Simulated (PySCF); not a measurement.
**How methods differ on the electron affinity of S**

S⁻ [Ne] 3s2 3p5 (2P) → S [Ne] 3s2 3p4 (3P), as a difference of total energies. All numbers are calculated (PySCF 2.14, scalar relativity by spin-free X2C-1e, in aug-cc-pCVQZ-DK). Correlated levels: valence: [Ne] frozen; valence and next inner shell: 1s2 frozen; nothing frozen. The calculations carry no spin-orbit coupling.

**Question.** Order these methods by the electron affinity they give, lowest first.
A. r2SCAN
B. UHF
C. PBE0
D. LDA

**Answer.** B (0.869 eV), C (2.053 eV), A (2.115 eV), D (2.383 eV).

In the anion the highest occupied orbital energy is positive at LDA, PBE, PBE0, r2SCAN, PBEsol, a self-interaction effect; the basis confines that electron, and the energy difference can still be sensible.

For comparison: 2.077 eV (measured; photodetachment measurements, as compiled on the Wikipedia data page of electron affinities).
